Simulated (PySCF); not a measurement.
## PN: frontier orbitals

r²SCAN at R = 1.493 Å; PySCF, no relativity, basis sets P aug-pcseg-1, N aug-pcseg-1. State: ¹Σ⁺ (singlet), closed shell. Only the outer orbitals are listed, counted within each symmetry.

| orbital | occ. | ε (eV) | on P (%) | main shells (%) |
| --- | --- | --- | --- | --- |
| 5σ | 2 | -22.46 | 34 | 60 N s, 24 P s, 8 P p |
| 6σ | 2 | -12.75 | 74 | 63 P s, 19 N s, 10 P p |
| 2π | 2 | -8.68 | 40 | 58 N p, 39 P p |
| 2π | 2 | -8.68 | 40 | 58 N p, 39 P p |
| 7σ | 2 | -8.20 | 35 | 50 N p, 28 P p, 15 N s |
| 3π | 0 | -3.22 | 66 | 60 P p, 36 N p |
| 3π | 0 | -3.22 | 66 | 60 P p, 36 N p |

Question: Which are the highest filled and the lowest empty level, where do they sit, and how wide is the gap?

Answer: Highest filled 7σ at -8.20 eV (in %: 50 N p, 28 P p, 15 N s); lowest empty 3π at -3.22 eV (in %: 60 P p, 36 N p); the gap at r²SCAN is 4.98 eV.

The bond order (Mayer) is 2.69, the ⟨S²⟩ is 0.000 and the charge on P (Mulliken, basis-dependent) is 0.54. The charge on P (Löwdin, basis-dependent) is 0.78. The dipole moment (positive dipole means P(−)N(+)) is -2.70 D.
